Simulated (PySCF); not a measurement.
Level of theory: B3LYP/[S def2-TZVP, O def2-TZVP, F def2-TZVP], no relativity, density fitting, PySCF. Open shells, if any, are unrestricted.

Task: What shape and geometry does isolated singlet SO₂F₂ take (every ligand bound to S)?

Result: Counting electrons, sulfur keeps none of its valence electrons outside its bonds, so the VSEPR class is AX4 and the expected shape is tetrahedral; with unlike ligands the computed point group is C2v. The lowest minimum found is a singlet of C2v symmetry with S–F 1.554 Å (×2), S–O 1.410 Å (×2); F–S–F 95.4°, F–S–O 108.1° (×4), O–S–O 125.0°. Its harmonic wavenumbers are 372 (a1), 372 (a2), 524 (b2), 528 (b1), 537 (a1), 824 (a1), 860 (b2), 1263 (a1), 1499 (b1) cm⁻¹ and its dipole moment is 1.03 D.

Only a few start shapes were tried, so a lower isomer may exist.
